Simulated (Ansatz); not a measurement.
Geometry optimisation, Ansatz, RKS PBE0-D4/cc-pVDZ.

Input file:

```yaml
crystal:
  periodic: [false, false, false]
  atoms:
    - { symbol: Si, position_ang: [0.0, 0.0, 0.0] }
    - { symbol: Si, position_ang: [1.3097, 0.0, 2.0349] }
    - { symbol: H, position_ang: [-0.0051, -0.4067, 2.5222] }
    - { symbol: H, position_ang: [2.3193, -0.9353, 2.5222] }
    - { symbol: H, position_ang: [1.6149, 1.342, 2.5222] }
    - { symbol: H, position_ang: [1.6588, 0.0, 0.0648] }
    - { symbol: H, position_ang: [-0.6877, 1.1914, -0.4862] }
    - { symbol: H, position_ang: [-0.6877, -1.1914, -0.4862] }
basis:
  gaussian: { orbitals: cc-pVDZ }
hamiltonian:
  xc: pbe0
  dispersion: d4
relax:
  f_tol: 0.15
  max_steps: 25
  restrain:
    - { distance: [1, 5], at: 1.46, k: 30.0 }
    - { distance: [0, 1], at: 3.42, k: 30.0 }
    - { distance: [0, 5], at: 2.66, k: 30.0 }
```

Run as:

```bash
$ ansatz run input.yaml --threads 1 --pin off --max-ram 2048MiB --backend cpu --events-out ev --progress --plain --runs-dir out
```

Q: Where does it end, and by what steps?

A: The forces met the threshold. The restraints hold the end off the free minimum; the threshold counts their pulls, which the force column leaves out. Restrained pairs: Si2–H6 (2.00 → 1.48 Å), Si1–Si2 (2.42 → 3.42 Å), Si1–H6 (1.66 → 2.65 Å). After 15 steps the energy has fallen by 0.639 eV (the restraints' own energy left out); Si1 moved furthest, 1.09 Å.

| step | energy less start (eV) | largest force component (eV/Å) | accepted |
| --- | --- | --- | --- |
| 0 | 0.0000 | 2.775 | yes |
| 1 | 1.2616 | 4.649 | yes |
| 2 | 2.5411 | 4.341 | yes |
| 3 | 2.8574 | 3.594 | yes |
| 4 | 2.4644 | 2.218 | yes |
| 5 | 1.3807 | 3.315 | yes |
| 6 | 0.2714 | 1.993 | yes |
| 7 | -0.3921 | 1.076 | yes |
| 8 | -0.5910 | 0.484 | yes |
| 9 | -0.6020 | 0.583 | yes |
| 10 | -0.6146 | 0.664 | yes |
| 11 | -0.6114 | 0.702 | no |
| 12 | -0.6220 | 0.688 | yes |
| 13 | -0.6261 | 0.707 | yes |
| 14 | -0.6317 | 0.701 | yes |
| 15 | -0.6387 | 0.693 | yes |

```xyz
8
Properties=species:S:1:pos:R:3
Si -1.016 0.381 -0.110
Si 1.505 -0.043 2.161
H 0.321 -0.813 2.661
H 2.776 -0.754 2.521
H 1.512 1.350 2.708
H 1.489 0.021 0.683
H -0.215 0.933 -1.313
H -0.850 -1.074 -0.617
```

The run took 24 s on 1 thread of Intel(R) Xeon(R) Platinum 8488C (Sapphire Rapids), with other jobs on the host, peak memory 0.14 GiB.
